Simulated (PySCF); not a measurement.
Aluminium: a sound run and one with changed settings

Sound run: Al [Ne] 3s2 3p1, Al⁺ [Ne] 3s2. Calculation: PySCF 2.14, in x2c-TZVPall; scalar relativity by spin-free X2C-1e. In the sound run the correlated levels freeze [Ne]. The sound run starts from symmetry-adapted Hartree-Fock orbitals and uses a fine grid where one is needed.

Changed run: a valence shell is frozen. This setting is unsound on purpose.

Ionisation energy of Al:

```tsv
method	sound run (eV)	changed run (eV)
UHF	5.587	5.587
MP2	5.799	5.587
SCS-MP2	5.784	5.587
CCSD	5.891	5.587
CCSD(T)	5.921	5.587
CCSDT	n/a	5.587
FCI	n/a	5.587
```

Freezing a valence shell removes pair correlation that changes on ionisation.

For comparison, NIST gives 5.986 eV between the lowest levels.
